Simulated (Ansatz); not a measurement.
How far each method lies from UCCSDT(Q) for [H···H···GeH₃], doublet

Geometry: a point of a hydrogen-transfer path between rigid fragments, not a stationary point.

```yaml
atoms:
  - { symbol: H, position_ang: [-2.8403, 0.0000, 0.0000] }
  - { symbol: H, position_ang: [-1.9213, 0.0000, 0.0000] }
  - { symbol: Ge, position_ang: [0.0447, 0.0000, 0.0000] }
  - { symbol: H, position_ang: [0.5134, -1.4659, 0.0000] }
  - { symbol: H, position_ang: [0.5134, 0.7330, -1.2695] }
  - { symbol: H, position_ang: [0.5134, 0.7330, 1.2695] }
```

Basis cc-pVDZ; Ansatz 0.2.0. Only valence electrons are correlated (noble-gas cores and the filled d shells of p-block atoms frozen), which leaves 9 electrons in 38 orbitals. Prefix R: restricted or restricted open-shell reference; prefix U: unrestricted. Active spaces: valence = (9e, 9o) chosen from the atoms' valence shells. No spin–orbit coupling is included, and no scalar relativity.

Full CI isn't at hand for all of this; UCCSDT(Q) serves as the reference, and is uncertain by about the last step of the cluster series. The frozen core follows each run's orbitals, which can shift R against U totals by a few meV for light atoms and by up to 0.1 eV past Ca.

* UHF ⟨S²⟩: 0.779
* T1 diagnostic (RCCSD): 0.0204
* largest doubles amplitude (RCCSD): 0.048
* T1 diagnostic (UCCSD): 0.0151

Task: From what is known of these methods and the diagnostics, rank them by the size of their error in total energy against UCCSDT(Q) in cc-pVDZ, smallest first (an estimate: the text doesn't fix the numbers).
A. UCCSD(T)
B. UMP2
C. UCCSD
D. UHF
E. UCCSDT

Result: E (0.08 mEh), A (0.80 mEh), C (3.54 mEh), B (38.77 mEh), D (161.31 mEh).

All errors are against UCCSDT(Q) in cc-pVDZ. Within each family the higher level lies nearer, as is usual though not guaranteed.

Natural occupations of CASSCF (valence space) about the gap: 1.985 1.971 1.971 1.963 1.002 0.037 0.029 0.021 0.021; effectively unpaired electrons, Σ n²(2−n)², 1.02.
